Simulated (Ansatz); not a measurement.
The inner images of a band of BClH2 + FH (6 atoms, charge 0, multiplicity 1) are given out of order.

Method: UKS PBE0-D4/def2-SVP in Ansatz 0.2.0.

Initial state:

```xyz
6
Properties=species:S:1:pos:R:3
B 0.076 0.108 -0.620
Cl 0.946 -1.389 -0.111
H 0.755 1.089 -0.762
H -0.976 -0.057 -1.175
H -0.195 -0.254 1.521
F -0.606 0.502 1.148
```

Final state:

```xyz
6
Properties=species:S:1:pos:R:3
B -0.308 0.673 -0.575
Cl 0.964 -1.655 0.552
H 0.744 1.173 -0.893
H -1.005 0.015 -1.312
H 0.393 -1.168 1.599
F -0.788 0.962 0.629
```

Put them in order from the first end to the last, with their energies above the first end.
A.
```xyz
6
Properties=species:S:1:pos:R:3
B -0.085 0.286 -0.451
Cl 0.855 -1.373 0.229
H 0.750 1.092 -0.760
H -0.989 -0.057 -1.162
H 0.045 -0.475 1.164
F -0.575 0.526 0.980
```
B.
```xyz
6
Properties=species:S:1:pos:R:3
B -0.246 0.535 -0.460
Cl 0.922 -1.531 0.411
H 0.764 1.106 -0.787
H -0.981 -0.057 -1.208
H 0.243 -0.818 1.254
F -0.701 0.766 0.791
```
C.
```xyz
6
Properties=species:S:1:pos:R:3
B -0.284 0.616 -0.521
Cl 0.957 -1.629 0.506
H 0.755 1.139 -0.842
H -0.996 -0.018 -1.261
H 0.312 -0.977 1.411
F -0.744 0.868 0.706
```
D.
```xyz
6
Properties=species:S:1:pos:R:3
B 0.009 0.175 -0.525
Cl 0.893 -1.371 0.063
H 0.747 1.096 -0.748
H -0.984 -0.050 -1.161
H -0.091 -0.333 1.306
F -0.574 0.483 1.065
```
E.
```xyz
6
Properties=species:S:1:pos:R:3
B -0.176 0.414 -0.427
Cl 0.864 -1.427 0.321
H 0.761 1.082 -0.775
H -0.990 -0.066 -1.170
H 0.166 -0.654 1.168
F -0.626 0.651 0.884
```

D (+1.8 kcal/mol), A (+6.7 kcal/mol), E (-0.6 kcal/mol), B (-7.7 kcal/mol), C (-10.0 kcal/mol).

The run took 49 s on 2 threads of Intel(R) Xeon(R) Platinum 8488C (Sapphire Rapids) (shared host), peak memory 0.16 GiB.
